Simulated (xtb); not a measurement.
O2, charge +1, doublet, geometry from GFN2-xTB of the parent state (a state made from the parent by changing its charge; the spin is typed, not shown lowest); GFN1-xTB run with xtb.

Here is a job for xtb.
```
$ xtb mol.xyz --gfn 1 --chrg 1 --uhf 1 --json

# file mol.xyz
2

O     -0.00000000    -0.00000000    -0.60495136
O      0.00000000     0.00000000     0.60495136
```

Q: Write the output that xtb gives for this input, abridged.

A: 
```
   ID    Z sym.   atoms
    1    8 O      1, 2

           -------------------------------------------------
          |                Calculation Setup                |
           -------------------------------------------------

           -------------------------------------------------
          |                 G F N 1 - x T B                 |
           -------------------------------------------------

          ...................................................
          :                      SETUP                      :
          :.................................................:
          :  # basis functions                   8          :
          :  # atomic orbitals                   8          :
          :  # shells                            4          :
          :  # electrons                        11          :
          :  # halogen bonds                     0          :
          :  max. iterations                   250          :
          :  Hamiltonian                  GFN1-xTB          :
          :  restarted?                      false          :
          :  GBSA solvation                  false          :
          :  PC potential                    false          :
          :  electronic temp.          300.0000000     K    :
          :  accuracy                    1.0000000          :
          :  -> integral cutoff          0.2500000E+02      :
          :  -> integral neglect         0.1000000E-07      :
          :  -> SCF convergence          0.1000000E-05 Eh   :
          :  -> wf. convergence          0.2000000E-04 e    :
          :  Broyden damping             0.4000000          :
          :  net charge                          1          :
          :  unpaired electrons                  1          :
          ...................................................

 iter      E             dE          RMSdq      gap      omega  full diag
   1     -8.3821625 -0.838216E+01  0.109E+00    0.00       0.0  T
   2     -8.3821625 -0.300689E-09  0.651E-01    0.00       1.0  T
   3     -8.3821625 -0.169100E-09  0.391E-05    0.00    1809.9  T
   4     -8.3821625 -0.142109E-13  0.156E-13    0.00  100000.0  T

   *** convergence criteria satisfied after 4 iterations ***

         :::::::::::::::::::::::::::::::::::::::::::::::::::::
         ::                     SUMMARY                     ::
         :::::::::::::::::::::::::::::::::::::::::::::::::::::
         :: total energy              -8.370810466855 Eh    ::
         :: gradient norm              0.293602211746 Eh/a0 ::
         :: HOMO-LUMO gap              0.000000000000 eV    ::
         ::.................................................::
         :: SCC energy                -8.382162546487 Eh    ::
         :: -> electrostatic           0.236641505329 Eh    ::
         :: repulsion energy           0.011451542837 Eh    ::
         :: dispersion energy         -0.000099463205 Eh    ::
         :: halogen bond corr.         0.000000000000 Eh    ::
         :: add. restraining           0.000000000000 Eh    ::
         :: total charge               1.000000000000 e     ::
         :::::::::::::::::::::::::::::::::::::::::::::::::::::

           -------------------------------------------------
          |                Property Printout                |
           -------------------------------------------------

    * Orbital Energies and Occupations

         #    Occupation            Energy/Eh            Energy/eV
      -------------------------------------------------------------
         1        2.0000           -1.4520833             -39.5132
         2        2.0000           -1.3136594             -35.7465
         3        2.0000           -1.2334749             -33.5646
         4        2.0000           -1.2334749             -33.5646
         5        2.0000           -1.1909419             -32.4072
         6        0.5000           -0.9880273             -26.8856 (HOMO)
         7        0.5000           -0.9880273             -26.8856 (LUMO)
         8                         -0.2717397              -7.3944
      -------------------------------------------------------------
                  HL-Gap            0.0000000 Eh            0.0000 eV
             Fermi-level           -1.0387560 Eh          -28.2660 eV

  Mulliken/CM5 charges         n(s)   n(p)   n(d)
     1O     0.50000  0.50000   1.757  3.743  0.000
     2O     0.50000  0.50000   1.757  3.743  0.000

Wiberg/Mayer (AO) data.
largest (>0.10) Wiberg bond orders for each atom

 ---------------------------------------------------------------------------
     #   Z sym  total        # sym  WBO       # sym  WBO       # sym  WBO
 ---------------------------------------------------------------------------
     1   8 O    2.250 --     2 O    2.250
     2   8 O    2.250 --     1 O    2.250
 ---------------------------------------------------------------------------

Topologies differ in total number of bonds
Writing topology from bond orders to xtbtopo.mol

 dipole moment from electron density (au)
     X       Y       Z
   0.0000  -0.0000  -0.0000  total (Debye):    0.000

           -------------------------------------------------
          | TOTAL ENERGY               -8.370810466855 Eh   |
          | GRADIENT NORM               0.293602211746 Eh/α |
          | HOMO-LUMO GAP               0.000000000000 eV   |
           -------------------------------------------------

normal termination of xtb
```
